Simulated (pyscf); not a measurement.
Thermochemistry of product channels of I• + silane (SiH₄) on the doublet surface, in kcal/mol, from ωB97M-D3(BJ)/def2-TZVP energies (ideal gas, 1 atm, RRHO with modes under 100 cm⁻¹ raised to 100, one conformer, R ln 2 for rigid chiral ones). Structures and frequencies: ωB97X-D3(BJ)/def2-SVP in PySCF.

| products | ΔE | ΔH(298 K) | ΔG(298 K) | ΔG(900 K) |
|---|---|---|---|---|
| HI + silylene (SiH₂) [singlet] + H atom (H•) | [?] | +84.5 | +73.9 | +51.3 |
| •H₂Si–I + hydrogen (H₂) | [?] | +1.6 | -0.7 | -6.4 |

Q: Some entries are withheld; supply them.

A: 
- HI + silylene (SiH₂) [singlet] + H atom (H•), ΔE: +91.5
- •H₂Si–I + hydrogen (H₂), ΔE: +4.1

These are energies of the channels, which say nothing of barriers. Left out: orbital degeneracy and the spin-orbit lowering of I, which is large for Br, Se, Te and I. Elements past Kr carry the def2 core potentials, without spin-orbit coupling.
